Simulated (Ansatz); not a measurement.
Species: H2O, SMILES `O` (charge 0, multiplicity 1).

Give a relaxed geometry from PBE0-D4/def2-SVP run with Ansatz (a first-principles code).

the end point of this relaxation (outside a Z-matrix the atoms follow the SMILES, hydrogens last).
Cartesian coordinates (Å) in one orientation:
```xyz
3

O     -0.003     0.399     0.000
H     -0.752    -0.205     0.000
H      0.756    -0.194     0.000
```
